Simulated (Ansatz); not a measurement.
in.yaml

```yaml
crystal:
  periodic: [false, false, false]
  atoms:
    - {symbol: In, position_ang: [0.000000, 0.000000, 0.000000]}
    - {symbol: H, position_ang: [0.000000, 0.000000, -2.516419]}
    - {symbol: H, position_ang: [0.000000, 0.000000, 2.516419]}
basis:
  gaussian: {orbitals: def2-mTZVP}
total_charge: 1
magnetization: {spin_polarized: true, initial_magnetization: 1}
hamiltonian: {xc: hf}
scf: {lower_state_search: off}
output: {orbitals: {seedname: orbitals}}
```

```sh
$ ansatz run in.yaml --threads 1 --pin off --events-out ev --progress --plain --max-ram 2393MiB
```

Task: What does the program do with this input?

Result: Refused. The input was made wrong on purpose (multiplicity of wrong parity), so the run isn't a sound calculation of what was asked.
```
Error: a molecule whose nuclei and cores have a total charge of 23 cannot have a net charge of 1 together with 1 unpaired electrons
```
